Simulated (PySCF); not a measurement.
C2H3F, SMILES C=CF. The structure is a stationary point at PBE-D3(BJ)/def2-TZVP.

The numbers are results of PySCF with PBE-D3(BJ)/def2-TZVP, not measurements.

Harmonic wavenumbers (cm⁻¹): 472, 707, 835, 908, 924, 1135, 1290, 1362, 1659, 3102, 3121, 3200. Rotational constants (GHz): 64.80, 10.48, 9.023; symmetry number 1.

Question: Work out the zero-point energy and the ideal-gas rigid-rotor harmonic-oscillator thermochemistry at 298.15 K and 1 atm.

Answer: ZPE = ½ Σ hcν = ½ × 18715 cm⁻¹ = 26.76 kcal/mol. H − E(el) = 29.48 kcal/mol. Entropy in cal/(mol K): translation 37.41, rotation 21.49, vibration 1.58, total 60.48. G − E(el) = 11.45 kcal/mol. Cp = 12.20 cal/(mol K).
